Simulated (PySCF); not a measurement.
# Be: ionisation energy

Be [He] 2s2 (1S) → Be⁺ [He] 2s1 (2S), as a difference of total energies. Computed with PySCF 2.14 in def2-TZVP (5s3p1d, 19 functions), with no relativity, point nucleus. Correlated levels: valence: 1s2 frozen. The calculations carry no spin-orbit coupling.

```
           method  ionisation energy (eV)  error (eV)
              UHF                   8.042      -1.281
             PBE0                   8.970      -0.353
              PBE                   8.995      -0.328
    MP2 (valence)                   8.751      -0.572
SCS-MP2 (valence)                   8.893      -0.430
   CCSD (valence)                   9.269      -0.054
```

Reference: 9.323 eV (measured; NIST Atomic Spectra Database, ionization energies).

Errors of the correlated levels include the incompleteness of this basis and the frozen core.

With two correlated electrons CCSD is exact in that space.
